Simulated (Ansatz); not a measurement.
# CH2Si (triplet): B2PLYP, RPA-PBE over vertical spin and charge gaps, cc-pVTZ

How well do these functionals follow the top wave-function level for CH2Si (triplet) over vertical spin and charge gaps?

The runs use Ansatz 0.2.0, Gaussian basis; cc-pVTZ, all electrons in the functionals, frozen cores in the correlation of double hybrids and RPA.

The runs, in order: B2PLYP, RPA-PBE, at charge 0, triplet; charge 0, singlet; charge 0, quintet; charge 1, doublet; charge 1, quartet.

3 further runs of the same task are left out: 3 set aside as unsound or not needed.

## 1. What is computed

The geometry is a PBE0/def2-TZVP stationary point (not a proven minimum).

4 atoms, charge 0, spin multiplicity 3.

Atoms are counted from 1 here; the program's logs count them from 0.

Bond lengths: Si1–C2 1.820 Å, Si1–H3 1.492 Å, Si1–H4 1.492 Å. Angles: C2–Si1–H3 125.7°, C2–Si1–H4 125.7°, H3–Si1–H4 108.7°.

No dispersion term is added.

The geometry shown and the zero of energy belong to the point charge 0, triplet. The yardstick, UCCSDT(Q), and other wave-function levels (R restricted, U unrestricted, valence and pair active spaces) come from earlier runs.

## 2. B2PLYP, charge 0, triplet

Input file in.yaml:

```yaml
crystal:
  periodic: [false, false, false]
  atoms:
    - {symbol: Si, position_ang: [0.000000, 0.000000, 0.477506]}
    - {symbol: C, position_ang: [0.000000, 0.000000, -1.342750]}
    - {symbol: H, position_ang: [0.000000, 1.212489, 1.347482]}
    - {symbol: H, position_ang: [0.000000, -1.212489, 1.347482]}
basis:
  gaussian: {orbitals: cc-pVTZ}
magnetization: {spin_polarized: true, initial_magnetization: 2}
hamiltonian: {xc: {name: B2PLYP}}
correlation: {electrons: outside_noble_gas}
```

On the command line:

```console
> ansatz run in.yaml --threads 2 --pin off --events-out ev --progress --plain --max-ram 24576MiB --backend cuda --devices 0, --max-vram 18GiB
```

After this run come: B2PLYP, charge 0, singlet; B2PLYP, charge 0, quintet; B2PLYP, charge 1, doublet; B2PLYP, charge 1, quartet; RPA-PBE, charge 0, triplet; RPA-PBE, charge 0, singlet; RPA-PBE, charge 0, quintet; RPA-PBE, charge 1, doublet; RPA-PBE, charge 1, quartet.

Before running them: what should the planned runs give, taken together? Wanted: triplet to singlet, UCCSDT(Q); triplet to quintet, UCCSDT(Q); ionisation to the doublet cation, UCCSDT(Q); ionisation to the quartet cation, UCCSDT(Q); largest miss, B2PLYP; largest miss, RPA-PBE.

As calculated:

| quantity | value |
| --- | --- |
| triplet to singlet, UCCSDT(Q) | -6.7 kcal/mol |
| triplet to quintet, UCCSDT(Q) | 41.7 kcal/mol |
| ionisation to the doublet cation, UCCSDT(Q) | 206.0 kcal/mol |
| ionisation to the quartet cation, UCCSDT(Q) | 199.8 kcal/mol |
| largest miss, B2PLYP | +4.8 kcal/mol (triplet to quintet) |
| largest miss, RPA-PBE | +11.5 kcal/mol (ionisation to the quartet cation) |

What this shows: Of the functionals, B2PLYP keep the smallest largest miss at the points compared (at most 4.8 kcal/mol) and RPA-PBE strays most (11.5 kcal/mol, at ionisation to the quartet cation). B2PLYP, RPA-PBE clearly break the spin symmetry at some points (⟨S²⟩ up to 0.60 above the pure value), so energy there is bought with a mixed spin. Functionals and the yardstick converge differently with the basis, so part of each miss in cc-pVTZ is the basis.
